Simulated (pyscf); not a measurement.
hydrogen fluoride (HF) + F–B(F)–SiH₃ → boron trifluoride (F–B(F)–F) + silane (SiH₄), a four-centre exchange (singlet surface; F–H, B–Si broken, B–F, H–Si formed). PySCF, gas phase, ωB97X-D3(BJ)/def2-SVP geometries. Energies in kcal/mol from the separated reactants.

Small-basis levels: PySCF, no dispersion term, spherical d functions. AM1 to PM7: differences of heats of formation from MOPAC, which are fitted to 298 K values and so differ in kind from electronic energies by zero-point and thermal terms. GFN2-xTB: tblite. Cost: rough CPU time at the saddle relative to B3LYP/6-31G*, from one job on a shared machine.

| level | barrier | reaction energy | cost |
|---|---|---|---|
| MP2/6-31G* | 20.6 | -50.0 | 0.1 |
| BP86/6-31G* | 8.5 | -49.3 | 1 |
| PBE/6-31G* | 5.5 | -48.9 | 2 |
| B3LYP/STO-3G | 4.9 | -66.2 | 0.5 |
| B3LYP/6-31G* | 15.0 | -52.3 | 1 |
| M06-2X/6-31G* | 15.2 | -51.8 | 3 |
| B3LYP/6-311+G** | 27.4 | -36.3 | 2 |
| PBE/def2-SVP | 6.1 | -44.1 | 2 |
| B3LYP/def2-SVP | (withheld) | -47.8 | 1 |
| GFN2-xTB | 30.5 | -48.8 | under 0.02 |
| PM3 | 34.7 | -25.2 | under 0.02 |
| PM7 | 42.7 | -30.0 | under 0.02 |
| ωB97M-D3(BJ)/def2-TZVP | (withheld) | -40.8 | – |

**Question.** What belongs in the gaps?

**Answer.** 
- B3LYP/def2-SVP, barrier: 15.6
- ωB97M-D3(BJ)/def2-TZVP, barrier: 22.8

Against the last row the barrier runs from -17.9 (B3LYP/STO-3G) to +19.9 kcal/mol (PM7). ωB97M-D3(BJ)/def2-TZVP has limits of its own. One saddle was located; it need not be the lowest between these sides.
